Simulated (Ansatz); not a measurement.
**Zinc-blende AlAs: LO phonon frequency at X by level of theory**

No measured value is used here.

| level (code) | value (cm⁻¹) | cell (Å³/atom) |
|---|---|---|
| LDA (Ansatz) | 389 | 22.29 |
| PBE (Ansatz) | (withheld) | 23.50 |
| PBE-D3(BJ) (Ansatz) | 388 | 22.72 |

Problem. Complete the blanks.

Solution. 
- PBE (Ansatz, a quantum-chemistry and plane-wave program), value (cm⁻¹): 376

PBE-D3(BJ): the dispersion coefficients are held fixed in the derivatives. Each level is taken at its own relaxed cell. Ansatz's density-functional and Hartree–Fock values are scalar-relativistic unless marked +SOC, with PAW data made under PBE.
